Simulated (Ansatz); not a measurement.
A nudged elastic band was laid between two geometries of C3H2FS (7 atoms, charge 1, multiplicity 1).

These are results of RKS r2SCANh-D4/6-31G* (Ansatz 0.2.0), not measurements.

```json
{
  "movable images": "9",
  "climbing image": "yes",
  "spring": "5.0 eV/Å²",
  "optimiser": "quadratic models (default)",
  "start path": "through a guess of the saddle point",
  "force threshold": "0.03 eV/Å",
  "iteration limit": "60",
  "end points": "relaxed"
}
```

Initial state:

```xyz
7
Properties=species:S:1:pos:R:3
F -0.532 -2.794 0.906
C -0.205 -1.625 0.634
C 0.093 -0.482 0.346
C 0.493 0.803 0.089
S -0.108 1.845 -1.070
H 1.296 1.235 0.689
H -1.037 1.018 -1.594
```

Final state:

```xyz
7
Properties=species:S:1:pos:R:3
F -0.289 -2.967 1.245
C -0.135 -1.815 0.804
C 0.004 -0.690 0.362
C 0.206 0.586 -0.093
S -0.684 1.243 -1.348
H 0.976 1.198 0.379
H -0.076 2.446 -1.350
```

(1) Which bonds break or form, and what moves?

(2) What energy profile does the band end with?

(3) What is the geometry of the highest image?

(4) What are the harmonic wavenumbers there?

## Answers

(1) No bond is made or broken. The dihedral C3–C4–S5–H7 goes from 0 to -180°.

(2) It converged. The highest image is number 5 of 0 to 10, 1.33 eV above the first end and 1.33 eV above the last; the last end lies 0.00 eV below the first. A vibrational analysis at the climbing image gives one clearly imaginary mode, 1198i cm⁻¹: a first-order saddle point. Limits of this set-up: the dipole of an ion depends on the origin.

```csv
image,path coordinate (Å),energy (eV),dihedral C3–C4–S5–H7 (°)
0,0.00,0.00,0
1,0.28,0.04,9
2,0.57,0.24,28
3,0.85,0.61,50
4,1.14,1.05,72
5,1.42,1.33,92
6,1.77,0.96,116
7,2.12,0.50,138
8,2.47,0.19,157
9,2.82,0.04,171
10,3.17,0.00,-180
```

(3) 
```xyz
7
Properties=species:S:1:pos:R:3
F -0.390 -2.898 0.988
C -0.131 -1.729 0.686
C 0.121 -0.568 0.378
C 0.413 0.706 0.035
S 0.159 1.350 -1.583
H 0.910 1.341 0.774
H -1.083 1.797 -1.279
```

(4) 1198i, 114, 190, 310, 425, 556, 681, 766, 940, 987, 1308, 1579, 2380, 2658, 3160 cm⁻¹.

The run took 6.5 min on 2 threads of Arm Neoverse V2, with other jobs on the host, peak memory 0.2 GiB.
